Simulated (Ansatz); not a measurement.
The same path of CH6Si + H2O (11 atoms, charge 0, multiplicity 1) was run twice with different band settings. Lost on the way: Si1–C2, O9–H11. Made: Si1–O9, C2–H11.

These are results of RHF/6-31G* in Ansatz 0.2.0, not measurements.

Relaxed end points:

```xyz
11
Properties=species:S:1:pos:R:3
Si 0.375 -0.256 0.195
C 0.533 -0.040 2.060
H 0.843 -0.966 2.536
H 1.268 0.720 2.305
H -0.419 0.258 2.485
H 1.670 -0.651 -0.401
H -0.054 1.001 -0.457
H -0.611 -1.306 -0.142
O -2.985 0.602 1.173
H -2.964 1.220 0.453
H -3.220 -0.230 0.785
```

```xyz
11
Properties=species:S:1:pos:R:3
Si -0.629 0.077 -1.470
C -0.035 -0.092 3.616
H -0.855 0.079 4.305
H 0.209 -1.148 3.603
H 0.831 0.473 3.941
H 0.694 0.708 -1.562
H -1.428 0.413 -2.667
H -0.481 -1.393 -1.425
O -1.338 0.651 -0.096
H -2.210 0.356 0.127
H -0.323 0.228 2.621
```

Common settings: movable images 5; climbing image yes; optimiser quadratic models (default); start path through a guess of the saddle point; force threshold 0.05 eV/Å; iteration limit 60; end points relaxed.

| run | spring |
| --- | --- |
| 1 | 5.0 eV/Å² |
| 2 | 0.1 eV/Å² |

Task: What does each run give, and how far can it be trusted?

Result: Run 1: converged after 31 iterations, highest image 3.090 eV above the first end. Neighbouring images differ by up to 4.1 eV, so the band resolves the path poorly. A vibrational analysis at the climbing image gives 2 clearly imaginary modes (1937i, 170i cm⁻¹): a point of higher order. A lower path may pass nearby, or the ends, which weren't checked, may share the extra mode.
Run 2: converged after 32 iterations, highest image 3.081 eV above the first end. Neighbouring images differ by up to 4.1 eV, so the band resolves the path poorly. The order of the point at the top wasn't checked.
The orbitals stay closed-shell, which can raise the energy where a bond breaks towards radicals; this wasn't checked here.
